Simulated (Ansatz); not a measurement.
Input file:

```yaml
crystal:
  periodic: [false, false, false]
  atoms:
    - {symbol: P, position_ang: [0.196476, 0.000000, -1.764619]}
    - {symbol: Be, position_ang: [-0.241864, 0.000000, 0.229062]}
    - {symbol: H, position_ang: [0.045388, 0.000000, 1.535557]}
basis:
  gaussian: {orbitals: 6-31G}
magnetization: {spin_polarized: true, initial_magnetization: 0}
correlation: {method: ccsd_t, electrons: outside_noble_gas}
output: {forces: true}
```

```sh
$ ansatz run in.yaml --threads 1 --pin off --events-out ev --progress --plain --max-ram 2393MiB
```

Log:

```
297 factors; integrals over basis functions are off by at most 1.9e-4 eV
mean field evaluation 1: about -9681.8775 eV, gradient 6.2e0 eV
mean field evaluation 2: about -9681.8767 eV, gradient 6.1e0 eV
mean field evaluation 4: about -9682.4089 eV, gradient 2.8e-1 eV
mean field evaluation 8: about -9682.4111 eV, gradient 2.4e-6 eV
mean field evaluation 16: about -9683.3063 eV, gradient 1.2e0 eV
mean field evaluation 32: about -9683.4345 eV, gradient 1.2e0 eV
mean field evaluation 64: about -9683.5023 eV, gradient 1.9e-6 eV
mean field evaluation 96: about -9683.5021 eV, gradient 9.9e-4 eV
mean field evaluation 128: about -9682.5644 eV, gradient 1.2e0 eV
mean field evaluation 160: about -9683.3361 eV, gradient 1.3e0 eV
...
mean field -9683.50237421 eV, -355.8621485387 hartree, gradient 8.0e-12 eV, S^2 1.000067; 21 other end points of the search recorded, 0 dependent functions left out
determinant -9683.50237421 eV, -355.8621485387 hartree, with singles and doubles -9685.53769805 eV, -355.9369453102 hartree
determinant -9683.50229684 eV, -355.8621456953 hartree, with singles and doubles -9685.53799322 eV, -355.9369561576 hartree
determinant -9682.56809778 eV, -355.8278145132 hartree, with singles and doubles -9684.51493520 eV, -355.8993594686 hartree
determinant -9681.94605906 eV, -355.8049550118 hartree, with singles and doubles -9683.98842483 eV, -355.8800105695 hartree
determinant -9681.93027795 eV, -355.8043750668 hartree, with singles and doubles -9683.91141054 eV, -355.8771803463 hartree
determinant -9683.50237421 eV, -355.8621485387 hartree, with singles and doubles -9685.63050324 eV, -355.9403558377 hartree
determinant -9683.50229684 eV, -355.8621456953 hartree, with singles and doubles -9685.63046162 eV, -355.9403543083 hartree
determinant -9682.41111072 eV, -355.8220453451 hartree, with singles and doubles -9684.56192433 eV, -355.9010862872 hartree
determinant -9682.37512761 eV, -355.8207229900 hartree, with singles and doubles -9684.52732066 eV, -355.8998146259 hartree
6 core orbitals not correlated: weight in the atoms' cores, before any rotation towards them, 1.000 or more for the frozen orbitals, at most 0.000 for the correlated occupied ones
reference -9683.50237421 eV, -355.8621485387 hartree; 4, 4 occupied and 14, 14 virtual orbitals, 297 factors
second order -1.34101857 eV of doubles, -0.00000000 eV of singles
...
cycle   4  -2.12813427 eV  change   -1.2e-6 eV  update   2.3e-7
cycle   5  -2.12813491 eV  change   -6.4e-7 eV  update   1.1e-7
cycle   6  -2.12813502 eV  change   -1.1e-7 eV  update   3.6e-8
cycle   7  -2.12813503 eV  change   -1.3e-8 eV  update   1.5e-8
cycle   8  -2.12813503 eV  change   -4.9e-9 eV  update   9.4e-9
cycle   9  -2.12813504 eV  change   -1.9e-9 eV  update   6.2e-9
cycle  10  -2.12813504 eV  change   -1.1e-9 eV  update   4.2e-9
cycle  11  -2.12813504 eV  change  -5.8e-10 eV  update   2.7e-9
cycle  12  -2.12813504 eV  change  -1.6e-10 eV  update   1.7e-9
cycle  13  -2.12813504 eV  change  -2.2e-10 eV  update  8.9e-10
perturbative correction -0.16824740 eV, -0.0061829779 hartree
WARN: the results are in doubt because among natural orbitals full CI differs from the method by +1.130 eV
the calculation of the forces begins
Total energy: -9685.79875665 eV, -355.9465390368 hartree
Atom 0 at     0.196476     0.000000    -1.764619 Å, force    -0.039960     0.000000    -0.840633 eV/Å
Atom 1 at    -0.241864     0.000000     0.229062 Å, force     0.315882    -0.000000     0.535466 eV/Å
Atom 2 at     0.045388     0.000000     1.535557 Å, force    -0.275922     0.000000     0.305167 eV/Å
Dipole moment:    -0.215705    -0.000000     0.171434 e Å
In doubt: among natural orbitals full CI differs from the method by +1.130 eV
```

Forces (eV/Å):
```
P   -0.040  0.000 -0.841
Be   0.316  0.000  0.535
H   -0.276  0.000  0.305
```

The determinant's ⟨S²⟩ is 1.00 against 0.00 for a pure state.

Ran on 1 thread of AMD EPYC 7B13, shared host: 2.7 s wall, 0.14 GiB peak host memory.
